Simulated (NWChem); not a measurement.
System: NH2 anion

The following NWChem deck was run.

```
start job
memory heap 200 mb stack 900 mb global 1100 mb
charge -1
geometry units angstroms
  N      0.000000     0.000000     0.136180
  H      0.798499     0.000000    -0.514486
  H     -0.798499     0.000000    -0.514486
end
basis spherical
  * library def2-svp
end
dft
  xc slater vwn_5
  iterations 150
end
driver
  maxiter 120
end
task dft optimize
task dft freq
```

Parts of the log:

```
             Northwest Computational Chemistry Package (NWChem) 7.3.0
             --------------------------------------------------------

 C2V symmetry detected

                             Geometry "geometry" -> ""
                             -------------------------

 Output coordinates in angstroms (scale by  1.889725989 to convert to a.u.)

  No.       Tag          Charge          X              Y              Z
 ---- ---------------- ---------- -------------- -------------- --------------
    1 N                    7.0000     0.00000000     0.00000000     0.14459244
    2 H                    1.0000     0.79849900     0.00000000    -0.50607356
    3 H                    1.0000    -0.79849900     0.00000000    -0.50607356

 Effective nuclear repulsion energy (a.u.)       7.5238311997

      Symmetry information
      --------------------

 Group name             C2v
 Group number             16
 Group order               4
 No. of unique centers     2

                                Z-matrix (autoz)
                                --------

 Units are Angstrom for bonds and degrees for angles

      Type          Name      I     J     K     L     M      Value
      ----------- --------  ----- ----- ----- ----- ----- ----------
    1 Stretch                  1     2                       1.03003
    2 Stretch                  1     3                       1.03003
    3 Bend                     2     1     3               101.64948

                           NWChem Geometry Optimization
                           ----------------------------

 maximum gradient threshold         (gmax) =   0.000450
 rms gradient threshold             (grms) =   0.000300
 maximum cartesian step threshold   (xmax) =   0.001800
 rms cartesian step threshold       (xrms) =   0.001200
 fixed trust radius                (trust) =   0.300000
 source of zmatrix                         =   autoz

          -------------------
          Energy Minimization
          -------------------

 Using diagonal initial Hessian
 Scaling for Hessian diagonals: bonds = 1.00  angles = 0.25  torsions = 0.10

          --------
          Step   0

                                 NWChem DFT Module
                                 -----------------

[...]

      ----------------------
      Optimization converged
      ----------------------

  Step       Energy      Delta E   Gmax     Grms     Xrms     Xmax
  ---- ---------------- -------- -------- -------- -------- --------
@    3     -55.32436661 -3.5D-08  0.00000  0.00000  0.00012  0.00030
                                     ok       ok       ok       ok

                                Z-matrix (autoz)
                                --------

 Units are Angstrom for bonds and degrees for angles

      Type          Name      I     J     K     L     M      Value     Gradient
      ----------- --------  ----- ----- ----- ----- ----- ---------- ----------
    1 Stretch                  1     2                       1.06310    0.00000
    2 Stretch                  1     3                       1.06310    0.00000
    3 Bend                     2     1     3                95.14053   -0.00000

                         Geometry "geometry" -> "geometry"
                         ---------------------------------

 Output coordinates in angstroms (scale by  1.889725989 to convert to a.u.)

  No.       Tag          Charge          X              Y              Z
 ---- ---------------- ---------- -------------- -------------- --------------
    1 N                    7.0000     0.00000000     0.00000000     0.18898866
    2 H                    1.0000     0.78468202     0.00000000    -0.52827166
    3 H                    1.0000    -0.78468202     0.00000000    -0.52827166

 Effective nuclear repulsion energy (a.u.)       7.3059249136

      Symmetry information
      --------------------

 Group name             C2v
 Group number             16
 Group order               4
 No. of unique centers     2

[...]

 Rotational Constants
 --------------------
 A=  18.596701 cm-1  ( 26.755906 K)
 B=  13.583058 cm-1  ( 19.542554 K)
 C=   7.849657 cm-1  ( 11.293653 K)

 Temperature                      =   298.15K
 frequency scaling parameter      =   1.0000

 Zero-Point correction to Energy  =   10.853 kcal/mol  (  0.017295 au)
 Thermal correction to Energy     =   12.633 kcal/mol  (  0.020132 au)
 Thermal correction to Enthalpy   =   13.225 kcal/mol  (  0.021075 au)

 Total Entropy                    =   45.347 cal/mol-K
   - Translational                =   34.244 cal/mol-K (mol. weight =  16.0187)
   - Rotational                   =   11.091 cal/mol-K (symmetry #  =        2)
   - Vibrational                  =    0.012 cal/mol-K

 Cv (constant volume heat capacity) =    6.034 cal/mol-K
   - Translational                  =    2.979 cal/mol-K
   - Rotational                     =    2.979 cal/mol-K
   - Vibrational                    =    0.075 cal/mol-K

[normal modes left out]

 ----------------------------------------------------------------------------
 Normal Eigenvalue ||           Projected Infra Red Intensities
  Mode   [cm**-1]  || [atomic units] [(debye/angs)**2] [(KM/mol)] [arbitrary]
 ------ ---------- || -------------- ----------------- ---------- -----------
    1       -0.000 ||    0.061933           1.429        60.376       5.172
    2        0.000 ||    0.094865           2.189        92.479       7.921
    3        0.000 ||    0.005774           0.133         5.628       0.482
    4        0.000 ||    0.005774           0.133         5.628       0.482
    5        0.000 ||    0.063174           1.457        61.585       5.275
    6        0.000 ||    0.018313           0.422        17.852       1.529
    7     1499.278 ||    0.002479           0.057         2.416       0.207
    8     3024.993 ||    0.325505           7.510       317.319      27.180
    9     3071.118 ||    0.500010          11.536       487.434      41.752
 ----------------------------------------------------------------------------
```

Level: LDA (Slater exchange, VWN5)/def2-SVP. Sets without diffuse functions describe the anion's extra electron poorly. The highest occupied level is positive, so the extra electron may be held by the finite basis.
